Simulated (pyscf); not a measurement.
Single points on ωB97X-D3(BJ)/def2-SVP structures (PySCF, gas phase). Correlated levels are frozen-core, on RHF or UHF. ΔMP2 is the change of the MP2 total energy from the triple- to the quadruple-zeta basis.

SMILES: FB(Cl)N
```xyz
6

N      0.7359     0.1723     0.3629
B     -0.1272     0.4920    -0.6851
F     -0.4584     1.7599    -0.9327
Cl    -0.8122    -0.7709    -1.7228
H      1.0084    -0.7779     0.5741
H      1.1346     0.8821     0.9649
```
Charge 0, spin multiplicity 1.

Q: What is the homolytic dissociation enthalpy (298 K, CCSD(T)/def2-TZVPP + ΔMP2(QZVPP)) of the B–F bond of H₂N–B(F)–Cl (SMILES NB(F)Cl), to [H₂N–B–Cl]• + F•?

A: B–F to [H₂N–B–Cl]• + F•: 693.1 kJ/mol. The radicals are drawn with the spin at the cut bond; how far it spreads was not checked. Other isomers of [H₂N–B–Cl]• were not searched in full and may lie lower. The CCSD(T) − MP2 part came from Ansatz, without density fitting, on the same reference. Left out: the spin-orbit lowering of F.
